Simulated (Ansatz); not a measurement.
# RPA@PBE0/cc-pVTZ run of BH2O (SMILES [BH]O)

Aim: the vertical ionisation energy of BH2O at RPA@PBE0/cc-pVTZ, from 2 runs. 

Program for the calculation: Ansatz 0.2.0.

50 further runs of the same task are left out: 50 set aside as unsound or not needed.

## Step 1: The structure to begin with

BH2O: 4 atoms, total charge 0, spin state doublet. As SMILES, `[BH]O`. Geometry: relaxed at PBE0-D4/def2-TZVP.

Bond lengths: B1–O2 1.333 Å, B1–H3 1.201 Å, O2–H4 0.961 Å. Angles: B1–O2–H4 114.6°, O2–B1–H3 121.0°.

## Step 2: A single-point energy at RPA@PBE0/cc-pVTZ

File run.yaml:

```yaml
crystal:
  periodic: [false, false, false]
  atoms:
    - {symbol: B, position_ang: [-0.006100, -0.485500, 0.388300]}
    - {symbol: O, position_ang: [0.119700, 0.544500, -0.448600]}
    - {symbol: H, position_ang: [-1.064200, -1.032400, 0.540300]}
    - {symbol: H, position_ang: [1.006100, 0.913200, -0.500300]}
basis:
  gaussian: {orbitals: cc-pVTZ}
magnetization: {spin_polarized: true, initial_magnetization: 1}
hamiltonian: {xc: pbe0}
correlation: {method: rpa, frozen_orbitals: {B: 1, H: 0, O: 1}}
accuracy: high
```

The run is started by

```console
ansatz run run.yaml --threads 1 --pin off --max-ram 3480MiB --events-out events.jsonl --progress --plain --runs-dir runs
```

The log of the run:

```text
Warning: RAYON_NUM_THREADS=1 ignored (pool sized by the plan → 1); use --threads N
Functional definition: PBE0
  name "PBE0"
  parameter a = 0.25
  parameter kappa = 0.804
  parameter beta = 0.06672455060314922
  exchange = (1 - a)*pbe_x(kappa = kappa, mu = beta*pi^2/3) + a*exact_x
  correlation = pbe_c(beta = beta)
1459 factors; integrals over basis functions are off by at most 3.0e-9 eV
mean field evaluation 1: about -2749.3493 eV, gradient 3.2e1 eV
mean field evaluation 2: about -2749.3482 eV, gradient 3.2e1 eV
mean field evaluation 4: about -2752.4592 eV, gradient 4.8e0 eV
mean field evaluation 8: about -2752.5663 eV, gradient 4.8e-2 eV
mean field evaluation 16: about -2752.5663 eV, gradient 1.0e-5 eV
mean field -2752.56634190 eV, -101.1549473082 hartree, gradient 5.5e-8 eV, S^2 0.752223; 0 other end points of the search recorded, 0 dependent functions left out
2 core orbitals not correlated: weight in the atoms' cores, before any rotation towards them, 1.000 or more for the frozen orbitals, at most 0.000 for the correlated occupied ones
reference -2740.69745290 eV, -100.7187736826 hartree; 6, 5 occupied and 80, 81 virtual orbitals, 1459 factors
Total energy: -2753.94843533 eV, -101.2057383051 hartree
```

Wall time 6.3 s (1 thread of Arm Neoverse V1, shared host); peak memory 0.24 GiB.

## Step 3: The singlet cation, same level

File in.yaml:

```yaml
crystal:
  periodic: [false, false, false]
  atoms:
    - {symbol: B, position_ang: [-0.006100, -0.485500, 0.388300]}
    - {symbol: O, position_ang: [0.119700, 0.544500, -0.448600]}
    - {symbol: H, position_ang: [-1.064200, -1.032400, 0.540300]}
    - {symbol: H, position_ang: [1.006100, 0.913200, -0.500300]}
basis:
  gaussian: {orbitals: cc-pVTZ}
total_charge: 1
hamiltonian: {xc: pbe0}
correlation: {method: rpa, frozen_orbitals: {B: 1, H: 0, O: 1}}
accuracy: high
```

The run is started by

```console
ansatz run in.yaml --threads 1 --pin off --max-ram 3480MiB --events-out events.jsonl --progress --plain --runs-dir runs
```

The log of the run, shortened:

```text
Warning: RAYON_NUM_THREADS=1 ignored (pool sized by the plan → 1); use --threads N
[... 2 set-up lines as earlier in the session ...]
[...]
1459 factors; integrals over basis functions are off by at most 3.0e-9 eV
[...]
mean field -2744.07575679 eV, -100.8429240608 hartree, gradient 2.2e-8 eV, S^2 0.000000; 0 other end points of the search recorded, 0 dependent functions left out
2 core orbitals not correlated: weight in the atoms' cores, before any rotation towards them, 1.000 or more for the frozen orbitals, at most 0.000 for the correlated occupied ones
reference -2732.47004505 eV, -100.4164220208 hartree; 5, 5 occupied and 81, 81 virtual orbitals, 1459 factors
Total energy: -2745.39199277 eV, -100.8912948408 hartree
```

It took 4.8 s on 1 thread of Arm Neoverse V1, shared host; peak memory 0.22 GiB.

## Step 4: Summary of results

At RPA@PBE0/cc-pVTZ, 2 core orbitals frozen:

| quantity | value |
| --- | --- |
| doublet BH2O: total energy | -101.20574 Eh |
| doublet BH2O: RPA correlation energy (valence) | -487.0 mEh |
| doublet BH2O: ⟨S²⟩ of the reference determinant | 0.752 |
| singlet cation: total energy | -100.89129 Eh |
| singlet cation: RPA correlation energy (valence) | -474.9 mEh |
| vertical ionisation energy (to the singlet cation) | 8.556 eV |

What this shows: Removing an electron at fixed nuclei costs 8.56 eV (826 kJ/mol). Only the singlet of the ionised species was computed; a triplet could lie lower.
